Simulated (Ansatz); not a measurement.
```yaml
crystal:
  periodic: [false, false, false]
  atoms:
    - {symbol: C, position_ang: [0.000000, 0.000000, 0.000000]}
    - {symbol: Na, position_ang: [0.000000, 0.000000, 2.194800]}
basis:
  gaussian: {orbitals: def2-TZVP}
total_charge: 1
magnetization: {spin_polarized: true, initial_magnetization: 2}
hamiltonian: {xc: pbe0}
relax: {f_tol: 0.004, max_steps: 80}
```

```sh
$ ansatz run in.yaml --threads 1 --pin off --events-out ev --progress --plain --max-ram 2176MiB
```

Steps of the relaxation (energy above the last step; positions in Å, forces in eV/Å):

```
2
step 1, 286.7 meV
C     0.000    0.000    0.000    0.000    0.000   -1.588
Na    0.000    0.000    2.195    0.000    0.000    1.588
```

```
2
step 2, 94.2 meV
C     0.000    0.000   -0.088    0.000    0.000   -0.699
Na    0.000    0.000    2.283    0.000    0.000    0.699
```

```
2
step 3, 8.1 meV
C     0.000    0.000   -0.199    0.000    0.000   -0.148
Na    0.000    0.000    2.394    0.000    0.000    0.148
```

```
2
step 4, 1.6 meV
C     0.000    0.000   -0.289    0.000    0.000    0.052
Na    0.000    0.000    2.483    0.000    0.000   -0.052
```

```
2
step 6, 0.0 meV
C     0.000    0.000   -0.258    0.000    0.000    0.000
Na    0.000    0.000    2.453    0.000    0.000    0.000
```

Close pairs at the end: C1–Na2 2.711 Å.

A stationary point of unrestricted PBE0 after 6 steps, with ⟨S²⟩ = 2.003 against 2.00 for a pure state. 17 s on 1 thread of Arm Neoverse V2, shared host.
